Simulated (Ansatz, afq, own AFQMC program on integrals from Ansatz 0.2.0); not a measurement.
# GeNH2, quartet → GeNH$_{2}$, sextet

```xyz
4

Ge    0.0000    0.0000    0.4319
N     0.0000    0.0000   -1.8834
H     0.0000    0.8309   -2.4773
H     0.0000   -0.8309   -2.4773
```

Connectivity, by distances: Ge–NH2.

E(sextet, charge +0) − E(quartet, charge +0) at this geometry, on UHF and UHF determinants.

Basis cc-pVDZ. Noble-gas cores (and the filled d shells of Ga–Kr and In–Xe) are frozen. AFQMC by an in-house program on the Cholesky factors that Ansatz 0.2.0 writes for its CCSD(T) run. The CISD trial takes its coefficients from CCSD amplitudes. Released means that phaseless walkers are propagated on without the constraint, phases kept. Error bars are statistical, one sigma. No spin–orbit coupling. The errors of all members are added in quadrature.

No full CI on the walks' own integrals is used here; CCSDT(Q) serves as the reference and is uncertain by about the last step of the cluster series. Each member takes its own surest rung, up to full CI.

Errors are counted within cc-pVDZ, not against nature.

Cautions: inner d shell frozen; no relativity below Rb; no spin-orbit coupling; GeNH₂ (quartet): another spin lies lower; GeNH₂ (sextet): another spin lies lower, the ph-AFQMC/CISD walk drifts between its halves (2.4 errors), CCSDT(Q) on the ROHF determinant differs (34 meV higher), by its state or its frozen core; the upper state may be diffuse, so the gap hangs on the basis.

| level | vertical spin gap (eV) |
| --- | --- |
| HF | 4.110 |
| MP2 | 4.682 |

From these cheaper values, estimate the vertical spin gap at the reference level in cc-pVDZ.

4.892 eV (CCSDT(Q) in cc-pVDZ).

```json
{"level": "CCSD", "vertical spin gap (eV)": "4.877", "error against CCSDT(Q) (eV)": "-0.015"}
{"level": "CCSD(T)", "vertical spin gap (eV)": "4.888", "error against CCSDT(Q) (eV)": "-0.004"}
{"level": "CCSDT", "vertical spin gap (eV)": "4.891", "error against CCSDT(Q) (eV)": "-0.001"}
{"level": "ph-AFQMC/CISD", "vertical spin gap (eV)": "4.880 ± 0.013", "error against CCSDT(Q) (eV)": "-0.011 ± 0.013"}
{"level": "released AFQMC", "vertical spin gap (eV)": "4.878 ± 0.021", "error against CCSDT(Q) (eV)": "-0.013 ± 0.021"}
```

Correlation beyond CCSD(T) adds 0.004 eV. The perturbative (T) step is worth +0.011 eV.

A walk keeps the symmetry of its determinant, which the program's search chose and which needn't be the lowest solution, so a lower state of the same spin and another symmetry isn't excluded. Released energies are given only where the last usable release times agree within the noise; a slower fall can still hide under it.
